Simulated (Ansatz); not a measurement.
```yaml
crystal:
  periodic: [false, false, false]
  atoms:
    - {symbol: P, position_ang: [-0.697364, 0.337898, -1.101059]}
    - {symbol: B, position_ang: [0.420569, 0.519180, 0.413661]}
    - {symbol: S, position_ang: [1.573026, -0.691304, 1.004200]}
    - {symbol: H, position_ang: [-1.101357, -1.011831, -0.958982]}
    - {symbol: H, position_ang: [-1.870877, 0.925381, -0.571904]}
    - {symbol: H, position_ang: [0.482532, 1.573113, 0.970599]}
    - {symbol: H, position_ang: [1.254671, -1.720537, 0.197786]}
basis:
  gaussian: {orbitals: "6-31G*", final_grid: {core_spheres: 20, valence_spheres: 16, degree: 47}}
magnetization: {spin_polarized: true, initial_magnetization: 3}
hamiltonian: {xc: {name: wPBEh}}
scf: {lower_state_search: full}
output: {forces: true}
```

```sh
$ ansatz run in.yaml --threads 2 --pin off --events-out ev --progress --plain --max-ram 4352MiB
```

Shortened log:

```
Error: a molecule whose nuclei and cores have a total charge of 40 cannot have a net charge of 0 together with 3 unpaired electrons
```

(1) Something in this input is off. What?

## Answers

(1) The number of unpaired electrons doesn't fit the electron count. The input was rejected before any iteration.
